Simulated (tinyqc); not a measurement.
Worked calculation: Born-Oppenheimer dynamics on the RHF/sto-3g surface (energies and gradients from PySCF), for BH3, spin multiplicity 1. Computed by tinyqc, a small Python program that keeps every step (integrals from PySCF). Settings: charge = 0, multiplicity = 1, basis = sto-3g, time step (fs) = 1.0, steps = 24. Command: `OMP_NUM_THREADS=1 python tinyqc.py 29126 29127 out.jsonl` (the two numbers bound the seeds that draw the settings). One thread of a shared host (Intel(R) Xeon(R) Processor @ 2.60GHz), about 1 s of CPU time with the checks.

positions (bohr):
```
          x        y        z
1B   0.0435   0.0302   0.0869
2H   2.2620  -0.0983   0.1493
3H  -1.2793   1.9124   0.0850
4H  -1.0582  -1.9974  -0.0605
```

The total energy should stay constant up to terms of order dt^2; the step counts as short enough if it moves by less than 2 % of the largest kinetic energy.

Trajectory:
```
time (fs)  1B-2H (angstrom)  potential (hartree)  kinetic (hartree)  total (hartree)
0.0000               1.1764           -26.064236           0.000235       -26.064001
1.0000               1.1735           -26.065124           0.001055       -26.064069
2.0000               1.1674           -26.067763           0.003496       -26.064267
3.0000               1.1597           -26.069230           0.004836       -26.064394
4.0000               1.1522           -26.067857           0.003610       -26.064247
5.0000               1.1466           -26.065941           0.001940       -26.064001
6.0000               1.1445           -26.066918           0.002835       -26.064083
7.0000               1.1471           -26.069652           0.005300       -26.064353
8.0000               1.1543           -26.070259           0.005865       -26.064394
9.0000               1.1645           -26.067908           0.003694       -26.064214
10.0000              1.1748           -26.065145           0.001105       -26.064041
11.0000              1.1816           -26.064580           0.000557       -26.064023
12.0000              1.1826           -26.066482           0.002311       -26.064171
13.0000              1.1767           -26.068623           0.004271       -26.064352
14.0000              1.1651           -26.068452           0.004116       -26.064336
15.0000              1.1508           -26.066417           0.002321       -26.064096
16.0000              1.1384           -26.065966           0.001955       -26.064011
17.0000              1.1328           -26.068278           0.004047       -26.064231
18.0000              1.1371           -26.070255           0.005862       -26.064393
19.0000              1.1507           -26.069404           0.005093       -26.064312
20.0000              1.1693           -26.066747           0.002615       -26.064131
21.0000              1.1863           -26.064949           0.000919       -26.064030
22.0000              1.1960           -26.065541           0.001450       -26.064091
23.0000              1.1947           -26.067589           0.003325       -26.064264
24.0000              1.1820           -26.068572           0.004212       -26.064360
```

Is the time step short enough?

No. The total energy moves within 3.9e-04 hartree; that is over 2 % of the largest kinetic energy, so the time step is too long.
